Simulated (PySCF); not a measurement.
O2S, SMILES O=S=O. Atoms are numbered in the order given.

```xyz
3

O      0.0000    -1.2308    -0.3637
S      0.0000     0.0000     0.3637
O      0.0000     1.2308    -0.3637
```
Charge 0, spin multiplicity 1.

Geometry optimised at ωB97X-D3(BJ)/def2-TZVP.

All values below come from HF/def2-TZVPD run with PySCF.

The molecule is in vacuum.

Computed frontier levels, gap, dipole moment and polarisability:
The highest occupied level is -13.55 eV and the lowest empty level comes out as 0.20 eV. The orbital gap comes out as 13.76 eV and the dipole moment is 2.03 D. The quadrupole, principal values (traceless, Buckingham form, about the centre of nuclear charge) is -5.91, 1.32, 4.59 D·Å. The mean static polarisability comes out as 23.5 bohr³ (3.48 Å³). The polarisability, principal values comes out as 18.5, 20.8, 31.1 bohr³.
